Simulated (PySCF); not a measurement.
## BO₂ + F₂ → BF₂ + O₂

Level: PBE0 in the def2-TZVP basis family, all electrons, no relativity, computed in PySCF with density fitting; open shells unrestricted.

```tsv
species	state and structure	E (Eh)	ZPE (kJ/mol)	H(298 K) − H(0) (kJ/mol)	S° (J/(mol K))
BO₂	doublet, D∞h, B–O 1.260 Å (×2)	-175.17710	20.3	10.1	224.4
F₂	singlet, D∞h, F–F 1.376 Å	-199.40856	6.6	8.7	201.9
BF₂	doublet, C2v, B–F 1.306 Å (×2); F–B–F 121.1°	-224.44583	18.7	10.5	246.6
O₂	triplet, D∞h, O–O 1.193 Å	-150.23561	10.3	8.7	204.9
```

Question: What is the electronic reaction energy?

Answer: At PBE0/def2-TZVP, ΔE = -251.5 kJ/mol from the differences of the total energies times 2625.5, downhill. Fluorination of this kind underlies dry etching and chamber cleaning.

Question: Add zero-point, thermal and entropy terms for 298.15 K and 1 bar.

Answer: ΔZPE = 2.1 and Δ[H(298) − H(0)] = 0.4 kJ/mol give ΔH° = -249.0 kJ/mol. ΔS° = 25.2 J/(mol K), so ΔG° = -249.0 − 298.15 × (0.0252) = -257 kJ/mol.

The structures come from searches over a few start shapes, so lower isomers are not excluded.
